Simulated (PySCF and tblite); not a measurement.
C₄H₅F, numbered as in [CH:1]#[C:2][CH2:3][CH2:4][F:5]. Geometries PBE0-D3(BJ)/def2-SVP; weights from PBE0-D3(BJ)/def2-TZVP energies and GFN2-xTB thermal corrections, with symmetry numbers and mirror pairs. Conformers within 4 kcal/mol (GFN2-xTB free energy) were kept, 7 at most. GIAO shieldings: PBE0/pcSseg-2. Couplings: B3LYP/pcSseg-1 with pcJ-1 on H, F (gas phase; spin-dipole term only for pairs with B, N, F, Si or P). Shifts are against TMS (¹H), TMS (¹³C), CFCl3 (¹⁹F) at the same level. Codes: tblite and PySCF.

Torsions listed: C2–C3–C4–F5. Of a mirror pair one member is shown.

Two conformers hold nearly all the population. I: 180°; δ(C2) = 83.60 ppm. II: 63°; δ(C2) = 86.76 ppm. The average over the ensemble at 298.15 K is 84.54 ppm.

Q: What populations and free-energy difference follow from a two-state model?

A: p(I) = (84.54 − 86.76)/(83.60 − 86.76) = 0.70, so K = p(II)/p(I) = 0.42 and G(II) − G(I) = −RT ln K = 0.51 kcal/mol. One of the two counts twice, as a mirror pair, which this difference holds. The weights computed directly are 70.4 % and 29.6 %.
